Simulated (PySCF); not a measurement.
Molecule: SMILES C[C@H](F)CCF, C4H8F2.

Cartesian coordinates in Å; atom numbers follow the order of the lines, from 1:
```xyz
14

C    -1.919    0.037    0.053
C    -0.619   -0.039    0.836
F    -0.614    0.972    1.786
C     0.616    0.135   -0.046
C     1.901   -0.090    0.740
F     2.034   -1.422    1.056
H    -2.764   -0.016    0.735
H    -1.978   -0.790   -0.648
H    -1.972    0.976   -0.493
H    -0.556   -0.977    1.403
H     0.626    1.148   -0.451
H     0.568   -0.578   -0.870
H     1.892    0.462    1.684
H     2.784    0.181    0.152
```

Frames of a GFN2-xTB Langevin trajectory at 300 K; GIAO PBE0/pcSseg-1 shieldings in PySCF, gas phase, non-relativistic; equivalent atoms averaged within each frame.

References, each an isolated molecule treated in the same way: $^{13}$C (σref 186.93) and $^{1}$H (σref 31.72) against TMS; $^{19}$F (σref 170.95) vs CFCl3. The references are static minima.

**Question.** How do the shifts (ppm) fluctuate along the trajectory?

**Answer.** 
```
         time (fs)    C5    C2    C4    C1      F3      F6   H13   H14   H10   H12
               250  84.7  80.0  46.3  27.8  -195.7  -243.4  5.25  4.79  4.10  2.50
               425  89.2  97.4  51.2  20.6  -182.0  -239.2  5.51  4.54  4.51  1.19
               625  70.4  86.3  42.1  21.3  -219.8  -263.9  3.91  4.09  5.43  2.02
               800  87.3  95.2  47.9  30.7  -188.9  -240.1  5.97  5.49  5.35  2.44
              1000  86.7  92.2  44.8  27.9  -181.5  -249.7  4.88  4.75  5.17  2.04
    mean of frames  83.7  90.2  46.4  25.7  -193.6  -247.3  5.11  4.73  4.91  2.04
standard deviation   7.6   7.1   3.4   4.5    15.8    10.2  0.78  0.51  0.58  0.52
```

5 frames give an uncertainty of the mean of about the standard deviation over 2.2 at best, since frames this close in time may not be independent; classical motion lacks zero-point vibration, and the reference would need the same averaging.
